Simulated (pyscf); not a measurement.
A first-order saddle from PySCF, ωB97X-D3(BJ)/def2-SVP:

```
B
H 1 1.2086
H 1 1.2086 2 121.97
H 1 1.2595 2 119.01 3 179.99
C 4 1.4426 1 81.20 2 -90.00
H 5 1.0975 4 141.66 1 -0.06
H 5 1.1013 6 107.64 1 121.15
H 5 1.1013 6 107.63 7 117.71
C 4 1.4427 1 81.19 2 90.01
H 9 1.0975 4 141.68 1 -0.14
H 9 1.1013 10 107.65 1 121.17
H 9 1.1014 10 107.63 11 117.70
```
Charge 0, spin multiplicity 1.

Surface: singlet, charge 0. Lowest wavenumbers (cm⁻¹): 1238i, 168, 191, 380, 449.

**Question.** Name the species on either side of this saddle.

**Answer.** H₂B–CH₃ + methane (CH₄) ⇌ methane (CH₄) + H₂B–CH₃, a four-centre exchange read from left to right: B–C, C–H broken and C–H, B–C formed. At CCSD(T)/def2-TZVPP + ΔMP2(QZVPP) it lies +33.2 kcal/mol from the left side and +33.2 kcal/mol from the right (each side as separated species at their lowest minima found). At the saddle there is also a short B–H contact that neither side keeps. The same reactants have a lower exit, to H₃C–BH–CH₃ + H₂ (barrier +23.9 kcal/mol at ωB97M-D3(BJ)/def2-TZVP, against +32.4 kcal/mol here). One saddle was located; it need not be the lowest between these sides. The CCSD(T) − MP2 part came from Ansatz, without density fitting, on the same reference.
